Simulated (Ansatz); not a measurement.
I need a rigid scan of one bond angle of HMgO, SMILES [OH][Mg]. Use Ansatz 0.2.0, Python API. Use (for the species named): PBE0, def2-TZVP basis, multiplicity 2.

| atom | x (Å) | y (Å) | z (Å) |
| --- | --- | --- | --- |
| O | -0.3255 | -0.5461 | -0.2458 |
| Mg | 1.2459 | 0.1647 | 0.7026 |
| H | -0.9313 | 0.3165 | -0.4700 |

The script, `bend_hmgo.py`:
```python
"""Bending curve of HMgO."""

import warnings

import ansatz
from ase import Atoms

warnings.simplefilter("ignore", ansatz.DeckWarning)

atoms = Atoms(["O", "Mg", "H"], positions=[
    [-0.3255, -0.5461, -0.2458],
    [1.2459, 0.1647, 0.7026],
    [-0.9313, 0.3165, -0.47],
])

# relax first, so that the scan starts from a minimum
first = (
    ansatz.Crystal.molecule_from_ase(atoms).calculation()
    .basis(gaussian="def2-TZVP")
    .spin("collinear", total=1)
    .functional("pbe0")
    .relax(force_tolerance=0.02, max_steps=80)
)
atoms.positions = first.run(threads=1, pin="off").report["positions_ang"]

rows = []
for angle in [90, 100, 110, 120, 135, 150, 165, 179]:
    bent = atoms.copy()
    bent.set_angle(1, 0, 2, angle, indices=[2])
    calc = (
        ansatz.Crystal.molecule_from_ase(bent).calculation()
        .basis(gaussian="def2-TZVP")
        .correlation("mp2")
        .spin("collinear", total=1)
    )
    rows.append((angle, calc.run(threads=1, pin="off").report["free_energy_ev"]))
floor = min(e for _, e in rows)
for angle, e in rows:
    print(f"angle Mg1-O0-H2 = {angle:3d} deg   {1000 * (e - floor):9.1f} meV")
```

```console
$ python bend_hmgo.py
angle Mg1-O0-H2 =  90 deg       442.1 meV
angle Mg1-O0-H2 = 100 deg       290.9 meV
angle Mg1-O0-H2 = 110 deg       186.6 meV
angle Mg1-O0-H2 = 120 deg       113.3 meV
angle Mg1-O0-H2 = 135 deg        45.7 meV
angle Mg1-O0-H2 = 150 deg        13.9 meV
angle Mg1-O0-H2 = 165 deg         2.4 meV
angle Mg1-O0-H2 = 179 deg         0.0 meV
```

The scan is rigid, and the energies are electronic, in a modest basis. The zero is the lowest point of the grid, which needn't be the minimum. The species is open-shell (spin multiplicity 2). The start is relaxed with a density functional and scanned with the wavefunction method, so it isn't exactly that method's minimum. Finished in 10 s on 1 thread of AMD EPYC 9R45 96-Core Processor (Zen 5), on a shared host, peak memory 0.21 GiB.
